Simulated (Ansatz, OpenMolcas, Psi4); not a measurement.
# A ladder of methods for [BCl2]+ (SMILES Cl[B+]Cl)

The species is [BCl2]+ (3 atoms), meant as a singlet with charge +1. As SMILES, `Cl[B+]Cl`. The coordinates come from a PBE0-D4/def2-TZVP relaxation.

```xyz
3

Cl   -1.2679    0.7857   -0.6053
B     0.0000    0.0000    0.0000
Cl    1.2679   -0.7857    0.6053
```

Quantity: the HOMO–LUMO gap, in eV. The values are calculated.

```
           level                    kind     program  value (eV)
     PBE/cc-pVTZ                     GGA  OpenMolcas        6.44
  revPBE/cc-pVTZ                     GGA      Ansatz        6.49
   M06-L/cc-pVTZ                meta-GGA  OpenMolcas        7.10
  r2SCAN/cc-pVTZ                meta-GGA      Ansatz        7.11
   B3LYP/cc-pVTZ           global hybrid      Ansatz        8.29
 r2SCAN0/cc-pVTZ         hybrid meta-GGA      Ansatz        9.23
   HSE06/cc-pVTZ  range-separated hybrid        Psi4        8.01
PBE-QIDH/cc-pVTZ           double hybrid      Ansatz       13.05
```

The values span 6.44 to 13.05 eV. Orbital gaps aren't excitation energies, and those of double hybrids come from the SCF part alone; they tend to grow with the share of exact exchange.
